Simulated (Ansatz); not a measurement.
## How far each method lies from UCCSDT(Q) for BSiNH⁺, quintet

Geometry: that of the BSiNH, quartet, kept fixed. The triplet lies 4.2 eV lower here.

```xyz
4

N     0.0000   -0.7598    0.6654
B     0.0000    0.4740    1.1778
Si    0.0000    0.1517   -0.8595
H     0.0000    1.2476    2.0700
```

Basis cc-pVDZ; Ansatz 0.2.0. Correlated methods freeze the noble-gas cores, which leaves 12 electrons in 44 orbitals. R marks a restricted (for open shells ROHF) determinant, U an unrestricted one.

Full CI isn't at hand for all of this; UCCSDT(Q) serves as the reference, and is uncertain by about the last step of the cluster series. The frozen core follows each run's orbitals, which can shift R against U totals by a few meV.

For open shells CISD is restricted-active-space CI with the open shells as a complete middle space.

The UHF ⟨S²⟩ is 6.018, the T1 diagnostic (RCCSD) is 0.0265 and the largest doubles amplitude (RCCSD) is 0.037. The T1 diagnostic (UCCSD) is 0.0223.

```json
{"level": "UHF", "E − E(RHF) (eV)": "-0.1980"}
{"level": "RMP2", "E − E(RHF) (eV)": "-6.2193"}
{"level": "UMP2", "E − E(RHF) (eV)": "-6.1659"}
{"level": "RCCSD", "E − E(RHF) (eV)": "-7.0656"}
{"level": "UCCSD", "E − E(RHF) (eV)": "-7.0748"}
{"level": "RCCSD(T)", "E − E(RHF) (eV)": "-7.3172"}
{"level": "UCCSD(T)", "E − E(RHF) (eV)": "-7.3170"}
```

Task: Estimate how far UCCSDT(Q) in cc-pVDZ lies from RCCSD(T). The table doesn't fix it; the size of (T) and the diagnostics are the guide.

Result: UCCSDT(Q) in cc-pVDZ lies 1.34 kcal/mol below RCCSD(T), which is 23 % of the (T) step (-5.80 kcal/mol). The diagnostics are small and the rest is a small part of (T), but (T) is large here. The miss exceeds 1 kcal/mol.

The other levels:

```csv
level,E − E(UCCSDT(Q)) (kcal/mol),share of correlation (%),wall time
CISD,17.98,89.43,11 s
BCCD(T),1.37,99.19,6 s
RCCSDT,0.49,99.71,–
UCCSDT,0.45,99.74,–
RCCSDT(Q),0.07,99.96,52 s
```

The correlation energy at UCCSDT(Q), counted from RHF, is -7.375 eV. That run took 42 s on 1 thread of Arm Neoverse V2, shared host.

Times hold each run's SCF and search for its determinant on a shared host, so for small cases they say little of a method's own cost; they ran on 1 thread of Arm Neoverse V2.
